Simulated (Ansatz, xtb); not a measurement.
## Relative energy of two isomers of C2H5FO

We compare I, `COCF`, a singlet, with II, `C[C@H](O)F`, a singlet. Both are isolated molecules in the gas phase, relaxed with PBE0-D4/def2-SVP; the shapes shown needn't be the lowest conformers.

I (Å):

```xyz
9

C    -0.6337    0.7716   -0.5958
C     0.5935   -0.7219    0.7005
F     1.7311   -0.7022   -0.0650
O    -0.0650    0.4688    0.6530
H    -1.3451   -0.0144   -0.9144
H    -1.1776    1.7189   -0.4894
H     0.1367    0.8851   -1.3762
H    -0.0326   -1.5564    0.3209
H     0.8813   -0.8958    1.7493
```

II (Å):

| atom | x (Å) | y (Å) | z (Å) |
| --- | --- | --- | --- |
| C | -1.5996 | -0.0652 | -0.7123 |
| C | -0.3708 | -0.2609 | 0.1300 |
| F | -0.4477 | 0.5595 | 1.2396 |
| O | -0.3002 | -1.5727 | 0.5248 |
| H | -1.5398 | -0.6776 | -1.6223 |
| H | -2.4818 | -0.3747 | -0.1338 |
| H | -1.7049 | 0.9912 | -0.9927 |
| H | 0.5472 | 0.0563 | -0.4057 |
| H | 0.5238 | -1.7035 | 1.0072 |

**Question.** Estimate which is lower in electronic energy at CCSD(T)/def2-SVP + ΔMP2/def2-TZVPP, and by roughly how much.

**Answer.** The CCSD(T)/def2-SVP + ΔMP2/def2-TZVPP calculation puts structure II lower, by 15.7 kcal/mol.

The same difference at several levels:

| level | geometry | E(II) − E(I) (kcal/mol) | departure from the last row (kcal/mol) | job, with rough time for the two |
| --- | --- | --- | --- | --- |
| GFN2-xTB | GFN2-xTB | −6.3 | +9.4 | optimisation, 0.084 s |
| HF/STO-3G | GFN2-xTB | −2.7 | +13.0 | single point, 0.16 s |
| r2SCAN-D4/def2-SVP | GFN2-xTB | −15.3 | +0.4 | single point, 2.2 s |
| PBE0-D4/def2-SVP | PBE0-D4/def2-SVP | −15.4 | +0.2 | optimisation, 15 s |
| HF/def2-SVP | PBE0-D4/def2-SVP | −13.9 | +1.7 | part of the CCSD(T) run |
| MP2/def2-SVP | PBE0-D4/def2-SVP | −16.7 | −1.0 | part of the CCSD(T) run |
| CCSD(T)/def2-SVP | PBE0-D4/def2-SVP | −15.4 | +0.2 | single point |
| CCSD(T)/def2-SVP + ΔMP2/def2-TZVPP | PBE0-D4/def2-SVP | −15.7 |  | single point, 13 s |

As drawn, II has 1 C–C, 1 O–H in place of 1 C–O, 1 C–H.

The levels shown agree on the order. The largest departure from CCSD(T)/def2-SVP + ΔMP2/def2-TZVPP is that of HF/STO-3G, 13.0 kcal/mol. The last row adds to CCSD(T) the change of the MP2 difference between the two basis sets, here −0.2 kcal/mol.

With harmonic frequencies from PBE0-D4/def2-SVP (ideal gas, rigid rotor, one conformer each, 298.15 K, 1 atm): on the last row, ΔE + ΔZPE = −15.8, ΔH = −15.9, ΔG = −15.5 kcal/mol.

The correlated steps freeze 4 core orbitals. Run with Ansatz 0.2.0, xtb 6.7.1; the last row on 2 threads of Arm Neoverse V2 on a shared host.
